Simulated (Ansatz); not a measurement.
## [Br···H···GeH₃], doublet along the distance Br1-H2

Starting geometry:

```xyz
6

Br   -1.6607    0.0000    0.0000
H    -0.2401    0.0000    0.0000
Ge    1.7383    0.0000    0.0000
H     2.2069   -1.4659    0.0000
H     2.2069    0.7330   -1.2695
H     2.2069    0.7330    1.2695
```

From there H2 is moved from one fragment to the other while all else, the fragments' distance too, stays fixed; atoms are numbered as listed. Energies are in eV, counted from the starting geometry at the same level. Kohn–Sham curves are unrestricted where that lies lower.

Basis cc-pVDZ; Ansatz 0.2.0. Correlated methods freeze the noble-gas cores and the filled d shells of p-block atoms. Prefix R: restricted or restricted open-shell reference; prefix U: unrestricted. No spin–orbit coupling is included, and no scalar relativity.

Full CI isn't at hand for all of this; UCCSDT(Q) serves as the reference, and is uncertain by about the last step of the cluster series.

```
distance Br1-H2 (Å)    BLYP
              1.421   0.000
              1.485  -0.107
              1.613  -0.193
              1.741  -0.198
              1.869  -0.100
```

Q: Estimate the UCCSDT(Q) curve in cc-pVDZ from this one, knowing how BLYP errs.

A: The computed UCCSDT(Q) values, in eV from the starting point, and the error of BLYP against them:
```tsv
distance Br1-H2 (Å)	UCCSDT(Q)	BLYP less UCCSDT(Q)
1.421	0.000	0.000
1.485	-0.054	-0.052
1.613	-0.074	-0.120
1.741	-0.082	-0.116
1.869	-0.042	-0.058
```

The error spans 0.120 eV and is largest, -0.120 eV, at 1.613 Å.

In so small a basis the reference is far from its limit while semilocal and hybrid functionals are nearer theirs, so the functionals' errors here hold much of the reference's basis and frozen-core error, which can add to them or hide them.
